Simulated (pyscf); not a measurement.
PySCF, gas phase, ωB97X-D3(BJ)/def2-SVP geometries.

Problem. What is the homolytic dissociation enthalpy (298 K, ωB97M-D3(BJ)/def2-TZVP) of the N–Nb bond of H₂N–Nb(=O)(Cl)–Cl, to NH₂• + [O=Nb(Cl)–Cl]•?

Solution. N–Nb to NH₂• + [O=Nb(Cl)–Cl]•: 96.3 kcal/mol. The 7 functionals that were run give +94.5 (M06-2X) to +101.1 kcal/mol (PBE). The radicals are drawn with the spin at the cut bond; how far it spreads was not checked. Other isomers of [O=Nb(Cl)–Cl]• were not searched in full and may lie lower. Open-shell species with a d-block atom are single-reference here; other states, and whether the spin sits on metal or ligand, were not checked. Elements past Kr carry the def2 core potentials, without spin-orbit coupling.
